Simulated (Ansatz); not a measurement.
Consider the formal exchange of groups at a C–C bond: `ClCCCCCl` + `CC` → `CCCCCCl` + `CCl`.

Calculated with Ansatz (gas phase, PBE0-D4/def2-TZVP geometries, no zero-point term in ΔE). CBS: MP2 limit from def2 TZ/QZ plus the TZ coupled-cluster correction, frozen cores. This one scheme is used for every species. Functionals use def2-TZVPP. B3LYP here is the variant with VWN-RPA as its local correlation; programs differ in this. One conformer a species, not always the lowest.

```tsv
level	ΔE (kcal/mol)	difference from CCSD(T)/CBS
LDA (SPW92)	3.1	0.9
B3LYP-D4	2.6	0.4
BHLYP-D4	2.4	0.2
PBE0	2.3	0.1
r2SCANh	2.6	0.4
r2SCAN0	2.5	0.3
HF/def2-SVP	2.6	0.4
CCSD(T)/def2-SVP	3.2	1.0
CCSD(T)/def2-TZVPP	2.3	0.1
CCSD/CBS(def2)	2.0	-0.2
CCSD(T)/CBS	2.2	0
```

Largest T1 diagnostic among the species: 0.009.

At CCSD(T), def2-SVP lies +1.0 kcal/mol from the extrapolated value and def2-TZVPP +0.1 kcal/mol. Leaving LDA and LC-ωPBE aside and taking each functional with its dispersion term where it has one, the values, not all of them listed here, spread over 0.5 kcal/mol, from ωB97X-V to BLYP-D4.
